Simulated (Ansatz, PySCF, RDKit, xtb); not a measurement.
# CHBN: from the formula to a structure

Task: start from the formula CHBN (odd number of electrons), draw up candidate structures, narrow them down in stages, and characterise the one that lies lowest at 298.15 K.

The funnel: GFN2-xTB relaxations, single points with a density functional, relaxations at B3LYP-D3(BJ)/def2-SVP, harmonic vibrations, and a last energy at a higher level. All values are calculated.

6 further runs of the same task are left out: 6 set aside as unsound or not needed.

**1. Drawing up candidates**

A program enumerates the bonding patterns with one Lewis structure each (two rings at most, one unusual centre or charged pair), with their diastereomers. O–O, O–halogen and N–halogen bonds and N–N–N chains are not drawn. That gives 10 candidates.

```tsv
label	SMILES	spin
c110	[C+]#[B-][NH]	doublet
c192	[B]1C=N1	doublet
c238	[BH]C#N	doublet
c296	[B]=C=N	doublet
c300	B1=[C]N1	doublet
c503	[B]=[N+]=[CH-]	doublet
c647	[B]C=[N]	doublet
c709	[BH][N+]#[C-]	doublet
c752	[CH+]=[B-]=[N]	doublet
c791	B1[C]=N1	doublet
```

Candidates are built by distance geometry, with a force field where one applies, in up to four conformers (letters a to d). 6 starts with atoms placed at random are added, to find patterns that the rules miss.

Q: Predict the outcome of this search (final energies at CCSD(T)/def2-TZVPP).

| quantity | value |
| --- | --- |
| lowest structure found | [BH]C#N, doublet, Cs |
| next finalist | [BH][N+]#[C-], doublet, 2.8 kcal/mol higher in G |
| share at equilibrium, among the finalists | 99.1 % |
| harmonic wavenumbers, lowest and highest (B3LYP-D3(BJ)/def2-SVP) | 314 and 2749 cm⁻¹ |
| rotational constants, same geometry | 31.88, 0.3465, 0.3428 cm⁻¹ |
| dipole moment (PBE0/def2-TZVPD) | 2.67 D |
| HOMO energy (highest over α and β) (PBE0/def2-TZVPD) | -6.96 eV |
| LUMO energy (lowest over α and β) (PBE0/def2-TZVPD) | -3.74 eV |
| lowest excitation (TD-B3LYP/def2-SVPD) | 0.89 eV (f = 0.001) |
| vertical ionisation energy (to the singlet cation) | 9.57 eV |
| vertical electron affinity | 0.87 eV |
| vertical quartet less doublet | +4.12 eV |

The search ends on `[BH]C#N`. The margin, 2.8 kcal/mol, is modest. GFN2-xTB and HF/STO-3G already put its bonding pattern lowest among the structures in one piece; r2SCAN-D4/def2-SVP and MP2/def2-TZVPP favour the doublet B1[C]=N1; B3LYP-D3(BJ)/def2-SVP and HF/def2-TZVPP favour the doublet [BH][N+]#[C-]. A large T1 diagnostic among the finalists warns that one reference determinant may not suffice. It concerns: the winner. One minimum inside the window was never screened. The stability test raises a flag; for an open shell a flag towards a general spinor solution can be the free rotation of the spin. Lowest found is not proven lowest: the search is finite, and each finalist counts with one conformer.
